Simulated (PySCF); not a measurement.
Homolysis of single bonds, series Al CH3-NH2. Isolated molecules, 0 K electronic values unless said otherwise. Strings in code marks are SMILES.

Computed with TPSSh-D3(BJ)/def2-TZVP // B3LYP-D3(BJ)/def2-TZVP (PySCF 2.14.0). 

```
species                                   dipole moment (D)
----------------------------------------  -----------------
whole molecule (`[CH3][Al]([CH3])[CH3]`)         (withheld)
radical fragment (`[CH3]`)                       (withheld)
radical fragment (`[CH3][Al][CH3]`)                    0.38
whole molecule (`[CH3][Al]([CH3])[NH2]`)               0.71
radical fragment (`[CH3][Al][NH2]`)                    0.88
radical fragment (`[NH2]`)                             1.92
whole molecule (`[NH2][Al]([NH2])[CH3]`)               0.66
whole molecule (`[NH2][Al]([NH2])[NH2]`)               0.00
```

Task: Complete the blanks.

Result: 
- whole molecule (`[CH3][Al]([CH3])[CH3]`), dipole moment (D): 0.00
- radical fragment (`[CH3]`), dipole moment (D): 0.00
